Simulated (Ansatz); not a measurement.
C5H10 can be A, `CC=C(C)C`, or B, `C/C=C/CC`.

Calculated with Ansatz (gas phase, PBE0-D4/def2-TZVP geometries, no zero-point term in ΔE). CBS: MP2 limit from def2 TZ/QZ plus the TZ coupled-cluster correction, frozen cores. DFT in def2-TZVPP. Each species was taken in one conformer, which may not be the lowest.

Which isomer does CCSD(T)/CBS put lower? Give the gap. (Estimate.)

The calculation gave: A, by 2.0 kcal/mol.

Give E(B) − E(A) in kcal/mol with HF/def2-TZVPP, CCSD(T)/def2-SVP, BLYP-D4, PBE0-D4, LDA (SPW92), CCSD/def2-TZVPP, r2SCAN-D4. (Best estimate.)

The calculation gave: HF/def2-TZVPP 0.2, CCSD(T)/def2-SVP 1.6, BLYP-D4 2.4, PBE0-D4 2.5, LDA (SPW92) 3.8, CCSD/def2-TZVPP 1.6, r2SCAN-D4 2.6. None reverses the order clearly.

Does the order hold for the free energy at 298.15 K (harmonic terms from PBE0-D4)? (Estimate.)

Computed: Yes: G(B) − G(A) = +2.4 kcal/mol, for one conformer each.

Largest T1 diagnostic: 0.010.

In def2-TZVPP, CCSD(T) changes the Hartree–Fock value by +1.7 kcal/mol (the triples alone add +0.3 kcal/mol) and MP2 by +2.2 kcal/mol. The D4 term adds +0.8 kcal/mol with B3LYP and +0.4 kcal/mol with PBE0; it sums over pairs of atoms, weighted by their polarisabilities, and B3LYP, whose exchange is more repulsive, gets the larger term.

B3LYP here is the variant with VWN-RPA as its local correlation; programs differ in this.
